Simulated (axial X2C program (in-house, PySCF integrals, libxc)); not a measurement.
# Ionising BC

All values come from calculations with an in-house relativistic program for diatomic molecules, spin-free (one-electron X2C) or two-component (2c: spin–orbit coupling with atomic mean-field Coulomb and Gaunt terms, which also bring small scalar terms), in Dyall basis sets with cores contracted in-house; open shells are unrestricted.

Basis sets: B dyall-v3z, C dyall-v3z.

| Hamiltonian | level | BC state | Re (Å) | ωe (cm⁻¹) | De (eV) |
| --- | --- | --- | --- | --- | --- |
| spin-free | PBE0 | M_S = 3/2, Λ = 0 | 1.478 | 1210.8 | 4.71 |
| 2c | PBE0 | Ω = 3/2 | 1.478 | 1210.7 | 4.71 |

Adiabatic ionisation energy (minimum to minimum, no zero-point term) and constants of BC⁺:

| Hamiltonian | level | BC⁺ state | IE (eV) | Re (Å) | ωe (cm⁻¹) | De (eV) | fragments |
| --- | --- | --- | --- | --- | --- | --- | --- |
| spin-free | PBE0 | M_S = 2, Λ = 0 | 10.47 | 1.431 | 1425.3 | n/a | C + B+ |
| 2c | PBE0 | Ω = 2 | 10.47 | 1.431 | 1425.2 | n/a | C + B+ |

Add the zero-point terms to the ionisation energy at PBE0, 2c, and say whether the electron removed was bonding.

IE0 = IE + (ωe⁺ − ωe)/2 = 10.47 + (0.013) = 10.48 eV. Re changes by -0.047 Å, so the bond shortens, as on loss of an antibonding or a polarising non-bonding electron.

Each entry is the lowest single determinant of a limited PBE0 search at one distance. De goes to single-determinant-based atoms at the same level (for ions the charge split of lowest energy) and is withheld (n/a) where an atom does not fit its ground term or J level. Main or longest-lived isotopes. One determinant is a doubtful description, or other states lie close, for BC, BC⁺; these need not be ground states, and all values refer to the states named. Some open-shell Ω = 0 determinants are out of reach, so the Ω given for BC⁺ need not be the lowest component. With several unpaired electrons the Ω given is that of one determinant, not necessarily of the lowest component. Some light 2c atoms are not at their ground J level, so De misses part of their lowering (0.04 eV or less). The functionals have no current term, which raises determinants with orbital currents.
